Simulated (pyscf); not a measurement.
`[OH][GeH3]` + `[H]` [doublet] -> `[OH][GeH3]` + `[H]` [doublet] (substitution at Ge; doublet surface; Ge–H broken, Ge–H formed). Optimised with ωB97X-D3(BJ)/def2-SVP in PySCF. Correlated levels are frozen-core, on RHF or UHF. ΔMP2 is the change of the MP2 total energy from the triple- to the quadruple-zeta basis. Energies in kcal/mol from the separated reactants.

```json
[
 {"level": "ωB97X-D3(BJ)/def2-TZVP", "barrier": "13.7", "reaction energy": "0.0"},
 {"level": "PBE/def2-TZVP", "barrier": "7.4", "reaction energy": "0.0"},
 {"level": "r²SCAN/def2-TZVP", "barrier": "6.6", "reaction energy": "0.0"},
 {"level": "ωB97M-D3(BJ)/def2-TZVP", "barrier": "13.7", "reaction energy": "0.0"},
 {"level": "MP2/def2-QZVPP", "barrier": "17.8", "reaction energy": "0.0"},
 {"level": "CCSD(T)/def2-TZVPP", "barrier": "14.1", "reaction energy": "0.0"},
 {"level": "CCSD(T)/def2-TZVPP + ΔMP2(QZVPP)", "barrier": "(withheld)", "reaction energy": "0.0"}
]
```

Q: Fill in the missing entries.

A: 
- CCSD(T)/def2-TZVPP + ΔMP2(QZVPP), barrier: 13.6

The same reactants have a lower exit, to HO–GeH₂• + H₂ (barrier +3.0 kcal/mol at ωB97M-D3(BJ), against +13.7 kcal/mol here). This is the saddle that the search found; another between the same sides may lie lower. The angle at the attacked Ge is 59° (front-side attack). The CCSD(T) − MP2 part came from Ansatz, without density fitting, on the same reference. The frozen core leaves the outer d or s,p core shells of the metals and heavy elements correlated in the MP2 and CC values, and def2-TZVPP describes them poorly, which can shift differences by a few kcal/mol. Elements up to Kr have no core potential and no relativistic terms here.
